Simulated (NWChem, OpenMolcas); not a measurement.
# How basis sets differ on AlH2O (SMILES [O][AlH2])

AlH2O: 4 atoms, total charge 0, spin state doublet. SMILES: `[O][AlH2]`. The shape is that of a PBE0-D4/def2-TZVP optimisation.

Quantity: the dipole moment, in D. The values are calculated.

```csv
level,kind,program,value (D),CPU time
UM06-2X/STO-3G,hybrid meta-GGA,NWChem,0.77,3.9 s
UM06-2X/6-31G,hybrid meta-GGA,NWChem,2.21,3.8 s
UM06-2X/6-31G* (spherical functions),hybrid meta-GGA,NWChem,1.68,20 s
UM06-2X/def2-TZVPP,hybrid meta-GGA,OpenMolcas,1.73,63 s
```

The values span 0.77 to 2.21 D. Magnitudes only. Sets without polarisation functions give poor dipoles. Times are those of the runs behind each value, whatever else they computed, on shared processors of several kinds: orders of magnitude only.
